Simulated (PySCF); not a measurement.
# AlH3 (SMILES [AlH3]) at PBE0/6-31G

What is the vertical ionisation energy of AlH3 at PBE0/6-31G? 

Program for the calculation: PySCF 2.14.0.

10 further runs of the same task are left out: 10 set aside as unsound or not needed.

### Step 1. The structure to begin with

AlH3 has 4 atoms, charge 0, and is taken as a singlet. SMILES: `[AlH3]`. The shape is that of a PBE0-D4/def2-TZVP optimisation.

Bond lengths: Al1–H2 1.586 Å, Al1–H3 1.586 Å, Al1–H4 1.586 Å. Angles: H2–Al1–H3 120.0°, H2–Al1–H4 120.0°, H3–Al1–H4 120.0°.

### Step 2. A single-point energy at PBE0/6-31G

File job.py:

```python
from pyscf import gto, dft

mol = gto.M(
    atom='Al 0.013700 -0.014800 -0.005100; H 0.633200 0.670900 1.283600; H -1.340800 -0.832000 0.105100; H 0.749400 0.115700 -1.403900',
    basis='6-31g',
    verbose=3,
    max_memory=1860,
)

calc0 = dft.RKS(mol)
calc0.xc = 'pbe0'
calc0.grids.level = 5
calc0.conv_tol = 1e-10
calc0.kernel()
if not calc0.converged:
    calc0 = calc0.newton().run(calc0.mo_coeff, calc0.mo_occ)

e_tot = calc0.e_tot
print('E(%s) = %.9f' % ('PBE0', e_tot))
```

On the command line:

```console
$ OMP_NUM_THREADS=1 python job.py
```

The log of the run:

```text
converged SCF energy = -244.034512984929
E(PBE0) = -244.034512985
```

Run time: 1.6 s. Hardware: 1 thread of Arm Neoverse V1, shared host; peak memory 0.18 GiB.

### Step 3. The doublet cation, same level

File mol.xyz:

```xyz
4

Al     0.013700    -0.014800    -0.005100
H      0.633200     0.670900     1.283600
H     -1.340800    -0.832000     0.105100
H      0.749400     0.115700    -1.403900
```

File job.py:

```python
from pyscf import gto, dft

system = gto.M(
    atom='mol.xyz',
    basis='6-31g',
    verbose=4,
    max_memory=1860,
    charge=1,
    spin=1,
)

mf = dft.UKS(system, xc='pbe0')
mf.grids.level = 5
mf.conv_tol = 1e-10
mf.kernel()
if not mf.converged:
    mf = mf.newton().run(mf.mo_coeff, mf.mo_occ)

e_tot = mf.e_tot
print(f'total energy: {e_tot:.8f} hartree')
```

On the command line:

```console
$ OMP_NUM_THREADS=1 python job.py
```

The log of the run:

```text
PySCF version 2.14.0

[INPUT] num. atoms = 4
[INPUT] num. electrons = 15
[INPUT] charge = 1
[INPUT] spin (= nelec alpha-beta = 2S) = 1
[INPUT] symmetry False subgroup None
[INPUT] Mole.unit = angstrom
[INPUT] Symbol           X                Y                Z      unit          X                Y                Z       unit  Magmom
[INPUT]  1 Al     0.013700000000  -0.014800000000  -0.005100000000 AA    0.025889247907  -0.027967946644  -0.009637603235 Bohr   0.0
[INPUT]  2 H      0.633200000000   0.670900000000   1.283600000000 AA    1.196574582075   1.267817256971   2.425652453492 Bohr   0.0
[INPUT]  3 H     -1.340800000000  -0.832000000000   0.105100000000 AA   -2.533744787817  -1.572252135638   0.198610215692 Bohr   0.0
[INPUT]  4 H      0.749400000000   0.115700000000  -1.403900000000 AA    1.416160757749   0.218641312612  -2.652986506277 Bohr   0.0

nuclear repulsion = 13.5921908213783
number of shells = 13
number of NR pGTOs = 58
number of NR cGTOs = 19
basis = 6-31g
ecp = {}

[... 32 lines left out ...]
WARN: beta  nocc = 7  HOMO -0.323245834193223 >= LUMO -0.323234702420463
[... 58 lines left out ...]
converged SCF energy = -243.621195169605  <S^2> = 0.76206202  2S+1 = 2.0120259
total energy: -243.62119517 hartree
```

It took 3.6 s on 1 thread of Arm Neoverse V1, shared host; peak memory 0.19 GiB.

### Step 4. What came out

Level: PBE0/6-31G.

| quantity | value |
| --- | --- |
| singlet AlH3: total energy | -244.03451 Eh |
| singlet AlH3: dipole moment | 0.00 D |
| singlet AlH3: HOMO energy | -8.64 eV |
| singlet AlH3: LUMO energy | -1.87 eV |
| singlet AlH3: HOMO–LUMO gap | 6.77 eV |
| doublet cation: total energy | -243.62120 Eh |
| doublet cation: HOMO energy (highest over α and β) | -15.35 eV |
| doublet cation: LUMO energy (lowest over α and β) | -13.74 eV |
| doublet cation: ⟨S²⟩ | 0.762 |
| vertical ionisation energy (to the doublet cation) | 11.247 eV |

In words: The vertical ionisation energy comes to 11.25 eV (259 kcal/mol). The negative HOMO energy of the first species, 8.64 eV, lies 2.61 eV below that difference. Mulliken charges (singlet AlH3) run from -0.18 on H2 to +0.54 on Al1; they depend strongly on the basis. Mulliken charges (doublet cation) run from +0.00 on H2 to +0.86 on Al1; they depend strongly on the basis.
